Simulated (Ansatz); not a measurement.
A CCSD(T) single point on C2H2N2S (`c1cnsn1`).

```yaml
crystal:
  periodic: [false, false, false]
  atoms:
    - {symbol: C, position_ang: [-0.567127, 0.587609, 0.086704]}
    - {symbol: C, position_ang: [0.454447, -0.211996, 0.650359]}
    - {symbol: N, position_ang: [0.997834, -1.052795, -0.205248]}
    - {symbol: S, position_ang: [0.248097, -0.827033, -1.622891]}
    - {symbol: N, position_ang: [-0.784724, 0.342406, -1.188759]}
    - {symbol: H, position_ang: [-1.146819, 1.342131, 0.603310]}
    - {symbol: H, position_ang: [0.798291, -0.180321, 1.676515]}
basis:
  gaussian: {orbitals: cc-pV(Q+d)Z}
correlation: {method: ccsd_t}
```

```sh
$ ansatz run in.yaml --threads 2 --pin off --events-out ev --progress --plain --max-ram 32768MiB --backend cuda --devices 0, --max-vram 18GiB
```

Log, shortened:

```
Functional definition: HF
  name "HF"
  cite "Fock, Z. Phys. 61, 126 (1930) doi:10.1007/BF01340294"
  parent pbe
  exchange = exact_x
  correlation = 0
2074 factors; integrals over basis functions are off by at most 6.3e-4 eV
mean field evaluation 1: about -15871.3381 eV, gradient 3.4e1 eV
mean field evaluation 2: about -15871.6780 eV, gradient 3.4e1 eV
mean field evaluation 4: about -15874.9194 eV, gradient 4.6e0 eV
mean field evaluation 8: about -15875.0340 eV, gradient 7.2e-1 eV
mean field evaluation 16: about -15875.0402 eV, gradient 1.4e-6 eV
mean field -15875.04017818 eV, -583.3969660596 hartree, gradient 1.4e-6 eV, S^2 0.000000; 0 other end points of the search recorded, 0 dependent functions left out; unrestricted orbitals would lower it
9 core orbitals not correlated: weight in the atoms' cores, before any rotation towards them, 1.000 or more for the frozen orbitals, at most 0.000 for the correlated occupied ones
reference -15875.04017818 eV, -583.3969660596 hartree; 13, 13 occupied and 322, 322 virtual orbitals, 2074 factors
second order -25.93514255 eV of doubles, -0.00000000 eV of singles
cycle   1  -24.84441344 eV  change     1.1e0 eV  update   1.4e-1
cycle   2  -25.65942680 eV  change   -8.2e-1 eV  update   4.8e-2
cycle   3  -25.82189713 eV  change   -1.6e-1 eV  update   2.0e-2
cycle   4  -25.80686646 eV  change    1.5e-2 eV  update   5.9e-3
cycle   5  -25.80519978 eV  change    1.7e-3 eV  update   3.7e-3
cycle   6  -25.80708694 eV  change   -1.9e-3 eV  update   1.5e-3
cycle   7  -25.80632583 eV  change    7.6e-4 eV  update   7.6e-4
cycle   8  -25.80608893 eV  change    2.4e-4 eV  update   2.6e-4
cycle   9  -25.80619597 eV  change   -1.1e-4 eV  update   9.2e-5
cycle  10  -25.80616866 eV  change    2.7e-5 eV  update   2.8e-5
perturbative correction -1.54147292 eV, -0.0566480851 hartree
Total energy: -15902.38781976 eV, -584.4019733507 hartree
```

It took 35 s on 2 threads of an AMD EPYC 7R13 on a shared host and a share of an NVIDIA H100 80 GB, with 1 GiB of host memory at the peak.

MP2 recovers 94.8 % of the CCSD(T) correlation energy and the triples give 5.6 %; T1 = 0.0155.
